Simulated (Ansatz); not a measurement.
Reaction (SMILES): C#N (CH-N) → [C-]#[NH+] (C-NH)
B3LYP-D3(BJ)/def2-TZVP geometries, fixed; electronic energies without zero-point terms.

The isomerisation energy at MP2 with Ansatz (a first-principles code), in kcal/mol, split into its Hartree-Fock and correlation parts. Cores are frozen. No added dispersion term, no relativity. Functions are those of the species that has most.

| basis | X | functions | Hartree-Fock | MP2 |
|---|---|---|---|---|
| cc-pVDZ | 2 | 33 | 11.05 | 18.42 |
| cc-pVTZ | 3 | 74 | 10.22 | 17.59 |
| cc-pVQZ | 4 | 140 | 10.09 | 17.50 |
| cc-pV5Z | 5 | 237 | 10.05 | 17.53 |

Worked estimate of the basis-set limit from each neighbouring pair, with Hartree-Fock from the larger set and the correlation part extrapolated as X^-3.
Correlation parts: X = 2: 7.37, X = 3: 7.37, X = 4: 7.41, X = 5: 7.48.
- (2,3): (27·(7.37) - 8·(7.37))/19 = 7.37; with Hartree-Fock 10.22 the estimate is 17.59 kcal/mol.
- (3,4): (64·(7.41) - 27·(7.37))/37 = 7.44; with Hartree-Fock 10.09 the estimate is 17.53 kcal/mol.
- (4,5): (125·(7.48) - 64·(7.41))/61 = 7.55; with Hartree-Fock 10.05 the estimate is 17.60 kcal/mol.
The last two estimates differ by 0.07 kcal/mol; the largest set lies 0.07 from the last. Over the last step Hartree-Fock moves by -0.04 and the correlation part by 0.07.
